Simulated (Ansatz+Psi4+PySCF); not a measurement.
The numbers below are computed, except where a source is named.
A run of Psi4 1.11 on doublet H4O2(+) in separate pieces at this shape:

```yaml
atoms:
  - { symbol: O, position_ang: [0.1193, 0.0000, -8.5000] }
  - { symbol: H, position_ang: [-0.4770, 0.7632, -8.5000] }
  - { symbol: H, position_ang: [-0.4770, -0.7632, -8.5000] }
  - { symbol: O, position_ang: [-0.1193, 0.0000, 8.5000] }
  - { symbol: H, position_ang: [0.4770, -0.7632, 8.5000] }
  - { symbol: H, position_ang: [0.4770, 0.7632, 8.5000] }
```

Its results:

```
Converged                                                          : yes
Total energy                                                       : -151.66708 hartree
Spin squared of the determinant                                    : 0.777
Occupied orbitals by symmetry in an Abelian subgroup (alpha; beta) : 4 Ag 1 Bg 1 Au 4 Bu; 4 Ag 1 Bg 1 Au 3 Bu
```

(1) Which input gives this output? Name the method, the orbitals and the basis set, and write the input.

## Answers

(1) UHF in cc-pVTZ.

```
molecule {
1 2
O 0.119260 0.000000 -8.500000
H -0.477050 0.763240 -8.500000
H -0.477050 -0.763240 -8.500000
O -0.119260 0.000000 8.500000
H 0.477050 -0.763240 8.500000
H 0.477050 0.763240 8.500000
}

set basis cc-pVTZ
set reference uhf
set scf_type pk
energy('scf')
```

This is not the lowest solution: another run reaches a determinant 1.25 eV lower.
